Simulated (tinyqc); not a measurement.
Extended Hueckel theory, for LiF, step by step. One step of it, computed by the program tinyqc.

Task: Mulliken analysis. P = C n C^T; charge = valence electrons (Li 1, F 7) minus the sum of (P S)_ii on the atom; overlap population = 2 sum P_ij S_ij between two atoms.

coefficients:
```
              MO1        MO2       MO3        MO4        MO5        MO6        MO7        MO8
1Li 2s   0.026776   0.000000  0.000000  -0.010068   0.865252   0.000000   0.000000   0.603526
1Li 2px  0.000000  -0.008194  0.016655   0.000000   0.000000   0.832690   0.571959   0.000000
1Li 2py  0.000000   0.016655  0.008194   0.000000   0.000000  -0.571959   0.832690   0.000000
1Li 2pz  0.028123   0.000000  0.000000  -0.005016  -0.502899   0.000000   0.000000   0.995559
2F 2s    0.980125   0.000000  0.000000   0.005618  -0.040920   0.000000   0.000000  -0.619321
2F 2px   0.000000  -0.440209  0.894752   0.000000   0.000000  -0.134158  -0.092150   0.000000
2F 2py   0.000000   0.894752  0.440209   0.000000   0.000000   0.092150  -0.134158   0.000000
2F 2pz   0.003394   0.000000  0.000000   0.998915   0.030713   0.000000   0.000000   0.117863
```

occupations: 2.000000  2.000000  2.000000  2.000000  0.000000  0.000000  0.000000  0.000000

overlap S:
```
            1Li 2s   1Li 2px   1Li 2py    1Li 2pz     2F 2s    2F 2px    2F 2py     2F 2pz
1Li 2s    1.000000  0.000000  0.000000   0.000000  0.281238  0.000000  0.000000  -0.068504
1Li 2px   0.000000  1.000000  0.000000   0.000000  0.000000  0.142929  0.000000   0.000000
1Li 2py   0.000000  0.000000  1.000000   0.000000  0.000000  0.000000  0.142929   0.000000
1Li 2pz   0.000000  0.000000  0.000000   1.000000  0.419023  0.000000  0.000000  -0.068740
2F 2s     0.281238  0.000000  0.000000   0.419023  1.000000  0.000000  0.000000   0.000000
2F 2px    0.000000  0.142929  0.000000   0.000000  0.000000  1.000000  0.000000   0.000000
2F 2py    0.000000  0.000000  0.142929   0.000000  0.000000  0.000000  1.000000   0.000000
2F 2pz   -0.068504  0.000000  0.000000  -0.068740  0.000000  0.000000  0.000000   1.000000
```

Give: charges; Overlap populations.

Result:

charges: 1Li 0.9449, 2F -0.9449

Overlap populations:
```
pair     value
2-1   0.100858
```
